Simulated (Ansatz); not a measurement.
Geometry optimisation, Ansatz 0.2.0, RKS PBE0/6-31G*.

The input (input.yaml):

```yaml
crystal:
  periodic: [false, false, false]
  atoms:
    - { symbol: B, position_ang: [0.215773, -0.022793, 0.334901] }
    - { symbol: H, position_ang: [0.02808, -0.252576, 1.48091] }
    - { symbol: C, position_ang: [1.723271, 0.031946, -0.100482] }
    - { symbol: H, position_ang: [2.146531, -0.975885, 0.038402] }
    - { symbol: H, position_ang: [1.92938, 0.350763, -1.125818] }
    - { symbol: H, position_ang: [2.279923, 0.673484, 0.59667] }
    - { symbol: Cl, position_ang: [-1.152259, 0.19496, -0.724683] }
basis:
  gaussian: { orbitals: "6-31G*" }
hamiltonian:
  xc: pbe0
relax:
  f_tol: 0.03
  max_steps: 50
```

Run as:

```bash
$ ansatz run input.yaml --threads 1 --pin off --max-ram 2048MiB --backend cpu --events-out ev --progress --plain --runs-dir out
```

Task: Where does it end, and by what steps?

Result: It converged. After 5 steps the energy has fallen by 0.040 eV; H2 moved furthest, 0.10 Å.

| step | energy less start (eV) | largest force component (eV/Å) | accepted |
| --- | --- | --- | --- |
| 0 | 0.0000 | 0.916 | yes |
| 1 | -0.0344 | 0.420 | yes |
| 2 | -0.0385 | 0.182 | yes |
| 3 | -0.0395 | 0.099 | yes |
| 4 | -0.0396 | 0.161 | yes |
| 5 | -0.0403 | 0.015 | yes |

```xyz
7
Properties=species:S:1:pos:R:3
B 0.247 -0.041 0.372
H -0.063 -0.297 1.499
C 1.727 0.025 -0.099
H 2.190 -0.962 0.051
H 1.868 0.321 -1.141
H 2.294 0.708 0.550
Cl -1.092 0.246 -0.731
```

Run time: 12 s on 1 thread of Arm Neoverse V1, with other jobs on the host, peak memory 0.12 GiB.
